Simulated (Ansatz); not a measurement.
Born–Oppenheimer molecular dynamics of AlH8NSi (11 atoms, charge 0, multiplicity 1). It starts at the highest image of a converged band, a first-order saddle point between two minima.

Computed with Ansatz, RHF/def2-SVP.

```json
{
  "ensemble": "NVE (velocity Verlet)",
  "time step": "0.5 fs",
  "steps asked": "200",
  "starting velocities drawn for": "100 K",
  "seed": "7556"
}
```

First frame:

```xyz
11
Properties=species:S:1:pos:R:3
Al 0.070 -0.518 -0.161
H -0.499 0.442 1.257
H 1.541 -0.073 -0.515
H -1.112 -0.617 -1.200
N -0.052 -1.812 1.276
H -0.894 -2.366 1.229
Si 1.236 -2.588 2.181
H 1.896 -3.660 1.398
H 2.236 -1.554 2.522
H 0.691 -3.188 3.421
H -0.390 -0.515 1.573
```

What does the run give?

All steps were run.

* steps done: 200
* time covered: 100 fs
* mean temperature over the second half: 1046 K
* spread of the potential energy over the second half: 3.4 meV per atom
* mean potential energy of the second half above the start: -100.0 meV per atom

The conserved energy stayed within 0.15 meV per atom of its start (net change -0.057 meV per atom), so the integration is sound. The kinetic energy rose, since the run started high on the potential surface and went downhill. It ends in pieces (AlH6NSi + H2), so much of that is their flight and rotation, not heat. A run of 0.1 ps of so small a system gives no equilibrium averages. The orbitals stay closed-shell, which can raise the energy where a bond breaks towards radicals; this wasn't checked here.

What happens to the structure?

Between its relaxed ends the band would form H2–H11 and break Al1–H2, N5–H11. These pairs go: H2–H11 1.01 → 0.77 Å, Al1–H2 1.80 → 9.24 Å, N5–H11 1.37 → 11.20 Å. In the last frame they stand as after the step (other bonds may differ from the relaxed reactants and products). Also parted: Al1–H11 1.79 → 9.90 Å. It ends as AlH6NSi + H2. Pairs count as bonded within 1.25 times the sum of covalent radii (0.12 Å more for H–H). Another seed would give other details.

How do temperature and energy run in time?


```csv
time (fs),T (K),potential energy less start (eV),conserved less start (meV/atom)
0,100,0.000,0.00
8,199,-0.115,-0.02
16,855,-0.880,-0.12
24,1117,-1.184,-0.11
32,1034,-1.086,0.06
40,1019,-1.068,0.09
48,1121,-1.188,-0.09
56,1073,-1.133,-0.11
64,1037,-1.091,-0.02
72,1021,-1.071,0.06
80,1055,-1.110,0.05
88,1013,-1.063,-0.03
96,1085,-1.147,-0.12
```

Run time: 4.1 min on 1 thread of Arm Neoverse V1, with other jobs on the host, peak memory 0.15 GiB.
